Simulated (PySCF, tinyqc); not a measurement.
Starting guesses with plain Roothaan steps: SCF starting guesses in the sto-3g basis, for BH, spin multiplicity 1. Computed by the program tinyqc with PySCF. Command: `OMP_NUM_THREADS=1 python tinyqc.py 115944 115945 out.jsonl`; one thread of a shared host (Intel(R) Xeon(R) Processor @ 2.60GHz), about 0.6 s.

Geometry (angstrom):
```
atom,x,y,z
B,0.0000,0.0000,0.0000
H,0.0000,0.0000,2.2120
```

lowest restricted solution found by these runs and by PySCF = -24.566123 hartree

RHF with one setting changed at a time; a run stops when the energy changes by less than 1e-09 hartree and the error matrix is below 1e-5. Starts: the lowest orbitals of the core Hamiltonian, of the Wolfsberg-Helmholz matrix (K = 1.75), projected atomic densities, random orbitals, and the highest orbitals of the core Hamiltonian (a deliberately bad start).

Largest element of the error matrix X^T (FDS - SDF) X:
```
iteration,core,Wolfsberg-Helmholz,atomic densities,random,highest core orbitals
1,2.0e-01,4.3e-01,1.0e-01,1.1e+00,8.8e-02
2,2.4e-01,2.0e-01,2.5e-01,3.7e-01,5.3e-01
3,2.5e-01,1.8e-01,1.4e-01,4.3e-01,2.1e-01
4,8.0e-02,2.4e-01,4.3e-02,1.8e-01,2.3e-01
5,2.8e-02,2.1e-01,1.4e-02,7.6e-02,2.2e-01
6,8.7e-03,6.8e-02,4.4e-03,2.4e-02,2.4e-01
8,8.7e-04,7.2e-03,4.4e-04,2.5e-03,2.7e-02
10,8.6e-05,7.2e-04,4.4e-05,1.2e-03,2.7e-03
14,-,7.0e-06,-,3.5e-04,2.6e-05
20,-,-,-,5.6e-05,-
```

How each run ends:
```
run,iterations,E (hartree),state
core,12,-24.56612,lowest found
Wolfsberg-Helmholz,14,-24.56612,lowest found
atomic densities,12,-24.56612,lowest found
random,26,-24.56612,lowest found
highest core orbitals,15,-24.56612,lowest found
```

5 of 5 runs reach the lowest restricted solution found, in 12 to 26 iterations (fastest: core, atomic densities). The first errors are 2e-01, 4e-01, 1e-01, 1e+00, 9e-02; the deliberately bad start has the smallest one, so a small first error does not mark a good start. The restricted reference is unstable here: a spin-polarised solution lies 0.0623 hartree lower (PySCF), so results built on it describe a poor reference.
